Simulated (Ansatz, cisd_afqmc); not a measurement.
Species: N2, charge 0, singlet. N2 (molecular nitrogen, SMILES N#N).
B3LYP-D3(BJ)/def2-TZVP minimum from Ansatz (an electronic-structure program):
```xyz
2

N      0.0000     0.0000    -0.5454
N      0.0000     0.0000     0.5454
```

Total energies in cc-pVTZ, 10 correlated electrons, 2 frozen orbitals. Radicals and triplets start from unrestricted determinants; spin-orbit coupling is neglected. Correlated methods leave the cores frozen. No relativity. AFQMC is phaseless with a CISD trial state; ± is one standard error, without the phaseless bias. Outlying blocks are dropped, and bars are widened where a walk drifts. Over all cases where full CI ran beside it in this data, AFQMC minus full CI had a median of +0.1 mEh and passed +0.4 mEh in a tenth of the cases.

```
method         program         energy (Eh)  minus CCSDT(Q) (mEh)
----------  ----------  ------------------  --------------------
HF              Ansatz          -108.98466                390.30
MP2             Ansatz          -109.35650                 18.46
CCSD            Ansatz          -109.35526                 19.70
CCSD(T)         Ansatz          -109.37349                  1.47
CCSDT(Q)        Ansatz          -109.37496                  0.00
AFQMC/CISD  cisd_afqmc  -109.3745 ± 0.0003             0.4 ± 0.3
```

Rough core times of Ansatz's runs on a shared machine: CCSD(T) under 20 s, CCSDT(Q) 30 s.
